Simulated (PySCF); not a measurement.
## SiP and its ions

r²SCAN; basis Si def2-TZVPPD, P def2-TZVPPD; no relativity; PySCF 2.14. Neutral (UKS): doublet (π ↑), Re = 2.078 Å, ωe = 628 cm⁻¹, De = 3.75 eV, HOMO -6.15 eV, LUMO -5.35 eV.

SiP⁺ (UKS): triplet (π ↑↑), Re = 2.225 Å, ωe = 502 cm⁻¹, De = 3.15 eV to Si⁺ + P. The energies at the minima are -630.71716 hartree for SiP and -630.38954 for SiP⁺.

Work out the adiabatic ionisation energy, without and with harmonic zero-point energies (1 hartree = 27.2114 eV, 1 eV = 8065.5 cm⁻¹), and the change of the bond length.

At r²SCAN: 0.32762 hartree = 8.915 eV between the minima; the zero-point term (502.0 − 628.0)/2 cm⁻¹ = -0.008 eV makes it 8.907 eV. Re changes by +14.7 pm against the neutral. The electron leaves a π orbital, and the longer bond of the ion fits a bonding orbital, or a change in how ionic the bond is.

SiP⁻ (UKS): singlet (closed shell), Re = 2.007 Å, ωe = 696 cm⁻¹, De = 5.30 eV to Si⁻ + P. The energies at the minima are -630.71716 hartree for SiP and -630.82320 for SiP⁻.

Work out the adiabatic electron affinity, without and with harmonic zero-point energies (1 hartree = 27.2114 eV, 1 eV = 8065.5 cm⁻¹), and the change of the bond length.

At r²SCAN: 0.10604 hartree = 2.885 eV between the minima; the zero-point term (628.0 − 696.0)/2 cm⁻¹ = -0.004 eV makes it 2.881 eV. Re changes by -7.1 pm against the neutral. The electron enters a π orbital; the charge polarises the partner, so the anion is bound more strongly.

For an ion De counts to the pair picked by the measured ionisation energies or electron affinities, which need not be the lowest pair at this level. States were picked by a PBE0 search and need not be the measured ground states.
